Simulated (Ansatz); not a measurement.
A made-up structure of Al$_{2}$H$_{2}$Cl, doublet:

```xyz
5
angstrom
Al -1.3185 -0.3505 -1.0277
Al 0.7823 -0.1097 0.4054
Cl 1.8275 1.7095 0.1246
H -2.8453 -0.0008 -0.6974
H 2.4391 2.8892 0.1818
```

It is relaxed with PBE-D4/def2-SVP and then PBE0-D4/def2-TZVP (Ansatz 0.2.0). Atoms count as bonded within 1.22 times the sum of their covalent radii (H–H: 0.88 Å). The end point is not checked to be a true minimum.

Q: Does its bonding change? (Judge from chemistry; the calculation decides.)

A: Computed: Yes. Formed: Al1–H5; broken: Cl3–H5.

Where it ends: The first stage lowers the energy by 3.92 eV in 36 steps. It ends as Al₂H₂Cl ([AlH2][Al][Cl]):
Al1  (-0.741, 0.922, -0.679)
Al2  (1.272, 0.750, 0.927)
Cl3  (3.331, 0.449, 0.549)
H4  (-1.673, -0.360, -0.819)
H5  (-1.303, 2.377, -0.991)
(Å)

Labels in which every atom is bracketed show which atoms are joined, not bond orders.

For scale, one of the runs: PBE0-D4/def2-TZVP relaxation, 123 basis functions, launched by `ansatz run in.yaml --threads 2 --pin off --events-out ev --progress --plain --max-ram 4352MiB`. The run took about 24 s on 2 CPU threads of an Arm Neoverse V2 (shared host).
